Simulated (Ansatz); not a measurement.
Method: frozen-core CCSD(T)/cc-pVTZ // B3LYP-D3(BJ)/def2-SVP run with Ansatz (a first-principles code). The geometry is that of the parent before the electron was removed.

Ansatz 0.2 input:
```yaml
crystal:
  periodic: [false, false, false]
  atoms:
    - { symbol: O, position_ang: [0.00199, 0.400784, -0.000001] }
    - { symbol: H, position_ang: [-0.75801, -0.196633, 0.000003] }
    - { symbol: H, position_ang: [0.756019, -0.204151, -0.000002] }
basis:
  gaussian: { orbitals: cc-pVTZ }
correlation:
  method: ccsd_t
total_charge: 1
magnetization:
  spin_polarized: true
  initial_magnetization: 1
```

Output:

```
Functional definition: HF
340 factors; integrals over basis functions are off by at most 6.9e-4 eV
mean field evaluation 1: about -2056.4365 eV, gradient 2.8e1 eV
mean field evaluation 2: about -2056.4362 eV, gradient 2.8e1 eV
mean field evaluation 4: about -2058.7064 eV, gradient 1.2e0 eV
mean field evaluation 8: about -2058.7158 eV, gradient 6.9e-4 eV
mean field evaluation 16: about -2058.7158 eV, gradient 2.3e-6 eV
mean field evaluation 32: about -2056.3967 eV, gradient 2.9e-1 eV
mean field -2058.71582134 eV, -75.6564109866 hartree, gradient 2.3e-6 eV, S^2 0.757040; 1 other end points of the search recorded, 0 dependent functions left out
determinant -2058.71582134 eV, -75.6564109866 hartree, with singles and doubles -2064.54223725 eV, -75.8705278219 hartree
determinant -2056.39745446 eV, -75.5712125753 hartree, with singles and doubles -2062.24076003 eV, -75.7859500941 hartree
1 core orbitals not correlated
reference -2058.71582134 eV, -75.6564109866 hartree; 4, 3 occupied and 53, 54 virtual orbitals, 340 factors
second order -5.37150925 eV of doubles, -0.00000000 eV of singles
cycle   1  -5.77809063 eV  change   -5.6e-1 eV  update   1.1e-2
cycle   2  -5.79018533 eV  change   -1.2e-2 eV  update   2.6e-3
cycle   3  -5.79093019 eV  change   -7.4e-4 eV  update   9.7e-4
cycle   4  -5.79122057 eV  change   -2.9e-4 eV  update   3.4e-4
cycle   5  -5.79134101 eV  change   -1.2e-4 eV  update   1.0e-4
cycle   6  -5.79136580 eV  change   -2.5e-5 eV  update   2.9e-5
cycle   7  -5.79138348 eV  change   -1.8e-5 eV  update   8.5e-6
cycle   8  -5.79138625 eV  change   -2.8e-6 eV  update   2.9e-6
perturbative correction -0.13070855 eV, -0.0048034506 hartree
Total energy: -2064.63791614 eV, -75.8740439564 hartree
```

Cost: around 1.4 core-seconds (rough).
